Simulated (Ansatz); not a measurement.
C3H6ClFO, SMILES `COC(C)(F)Cl`. Charge 0, multiplicity 1.

Z-matrix (Å, degrees):
```
C
O 1 1.419
H 1 1.088 2 105.7
H 1 1.094 2 111.5 3 -118.3
H 1 1.092 2 111.3 3 118.5
C 2 1.363 1 115.9 3 -169.3
F 6 1.372 2 109.5 1 65.4
C 6 1.508 2 116.1 1 -57.5
Cl 6 1.784 2 105.5 1 -179.8
H 8 1.088 6 109.5 2 -175.6
H 8 1.091 6 109.8 2 65.2
H 8 1.089 6 109.8 2 -55.5
```

Question: Give the diagnostics of a CCSD(T)/def2-TZVPP run (frozen core, the Gaussian-basis code of Ansatz). (Best estimate.)

Answer: Ansatz gave: T1 = 0.0109, largest single amplitude 0.010, largest double 0.013, (T) share of the correlation energy 3.7 %, 9 CCSD cycles. The RHF solution is stable towards an unrestricted one. T1 lies under the customary mark of 0.02 for closed shells.
